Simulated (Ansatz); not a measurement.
```yaml
crystal:
  periodic: [false, false, false]
  atoms:
    - {symbol: B, position_ang: [-2.782047, -0.196653, -0.002411]}
    - {symbol: S, position_ang: [-1.126226, 0.559322, 0.004091]}
    - {symbol: Ga, position_ang: [0.999894, -0.237577, -0.001578]}
    - {symbol: H, position_ang: [-3.498684, 0.749957, 0.004876]}
basis:
  gaussian: {orbitals: def2-TZVP}
magnetization: {spin_polarized: true, initial_magnetization: 3}
hamiltonian: {xc: pbe0}
relax: {f_tol: 0.004, max_steps: 80}
```

```sh
$ ansatz run in.yaml --threads 1 --pin off --events-out ev --progress --plain --max-ram 2176MiB
```

Steps of the relaxation (energy above the last step; positions in Å, forces in eV/Å):

```
4
step 1, 328.0 meV
B    -2.782   -0.197   -0.002    1.430    0.284    0.003
S    -1.126    0.559    0.004   -0.356   -0.284   -0.002
Ga    1.000   -0.238   -0.002   -0.534   -0.064   -0.001
H    -3.499    0.750    0.005   -0.540    0.064    0.000
```

```
4
step 2, 189.4 meV
B    -2.681   -0.175   -0.002    0.608    0.661    0.005
S    -1.100    0.685    0.005   -0.285   -0.224   -0.002
Ga    0.918   -0.311   -0.002   -0.304   -0.054   -0.001
H    -3.544    0.676    0.004   -0.019   -0.383   -0.003
```

```
4
step 3, 49.4 meV
B    -2.531   -0.109   -0.002   -0.722    0.499    0.004
S    -1.061    0.877    0.007    0.146    0.210    0.002
Ga    0.781   -0.425   -0.003   -0.113   -0.101   -0.001
H    -3.596    0.532    0.003    0.688   -0.607   -0.005
```

```
4
step 4, 11.2 meV
B    -2.493   -0.089   -0.001   -0.354    0.333    0.003
S    -1.056    0.948    0.007    0.191   -0.064    0.000
Ga    0.709   -0.460   -0.003   -0.034    0.029    0.000
H    -3.567    0.476    0.003    0.197   -0.298   -0.002
```

```
4
step 6, 0.2 meV
B    -2.491   -0.054   -0.001    0.027    0.006    0.000
S    -1.036    0.965    0.007    0.036   -0.031    0.000
Ga    0.700   -0.474   -0.004   -0.036    0.026    0.000
H    -3.581    0.439    0.002   -0.027   -0.001    0.000
```

```
4
step 8, 0.0 meV
B    -2.488   -0.052   -0.001   -0.001   -0.001    0.000
S    -1.033    0.966    0.007    0.001    0.000    0.000
Ga    0.696   -0.474   -0.004   -0.001    0.001    0.000
H    -3.582    0.436    0.002    0.000    0.000    0.000
```

Close pairs at the end: B1–H4 1.198 Å, B1–S2 1.776 Å, S2–Ga3 2.250 Å.

A stationary point of unrestricted PBE0 after 8 steps, with ⟨S²⟩ = 3.757 against 3.75 for a pure state; no frequencies were run, so it isn't proven a minimum. 3 min on 1 thread of Intel Xeon Platinum 8488C, shared host.
